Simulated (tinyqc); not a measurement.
Worked calculation: CIS on RHF in the sto-3g basis, frozen core, for LiH, spin multiplicity 1. One step of it, computed by the program tinyqc.

Question. CIS matrix, triplets. A(ia,jb) = (e_a - e_i) d_ij d_ab - (ij|ab).

orbital energies (hartree): MO1 -2.357100, MO2 -0.260663, MO3 0.074992, MO4 0.163042, MO5 0.163042, MO6 0.466419

Two-electron integrals over orbitals (pq|rs), unique and non-zero (hartree); the lowest 1 orbital is frozen and left out:
```
(22|22) 0.468234    (32|22) -0.053781   (32|32) 0.016593    (33|22) 0.216897
(33|32) 0.011183    (33|33) 0.333945    (42|42) 0.022065    (43|42) 0.019674
(43|43) 0.041303    (44|22) 0.256735    (44|32) 0.009328    (44|33) 0.281057
(44|44) 0.312946    (52|52) 0.022065    (53|52) 0.019674    (53|53) 0.041303
(54|54) 0.016869    (55|22) 0.256735    (55|32) 0.009328    (55|33) 0.281057
(55|44) 0.279207    (55|55) 0.312946    (62|22) 0.115012    (62|32) -0.038811
(62|33) -0.017474   (62|44) -0.028537   (62|55) -0.028537   (62|62) 0.127471
(63|22) -0.053792   (63|32) 0.012883    (63|33) 0.036123    (63|44) 0.004975
(63|55) 0.004975    (63|62) -0.035205   (63|63) 0.027969    (64|42) -0.019189
(64|43) -0.012965   (64|64) 0.019744    (65|52) -0.019189   (65|53) -0.012965
(65|65) 0.019744    (66|22) 0.439808    (66|32) -0.046577   (66|33) 0.239560
(66|44) 0.263487    (66|55) 0.263487    (66|62) 0.115534    (66|63) -0.045374
(66|66) 0.438814
```

Give: CIS matrix A, triplet.

Answer.

CIS matrix A, triplet (hartree), lower triangle:
```
       2>3    2>4    2>5    2>6
2>3  0.119
2>4  0.000  0.167
2>5  0.000  0.000  0.167
2>6  0.054  0.000  0.000  0.287
```
